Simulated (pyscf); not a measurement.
Thermochemistry of product channels of [O=Al]• (SMILES [O]=[Al]) + H₂O (SMILES O) on the doublet surface, in kcal/mol, from ωB97M-D3(BJ)/def2-TZVP energies (ideal gas, 1 atm, RRHO with modes under 100 cm⁻¹ raised to 100, one conformer, R ln 2 for rigid chiral ones). Optimised with ωB97X-D3(BJ)/def2-SVP in PySCF.

```tsv
products	ΔE	ΔH(298 K)	ΔG(600 K)	ΔG(900 K)
[HO–AlH]• (SMILES [OH][AlH]) + O (SMILES [O]) [triplet]	+72.8	+69.6	+69.6	+69.0
HO–Al (SMILES [OH][Al]) [singlet] + OH• (SMILES [OH])	+2.1	+0.8	+0.9	+0.4
```

These are energies of the channels, which say nothing of barriers. Left out: orbital degeneracy and the spin-orbit lowering of OH, O. The term symbol of open-shell O=Al was not checked; spin-orbit terms and orbital degeneracy are left out.
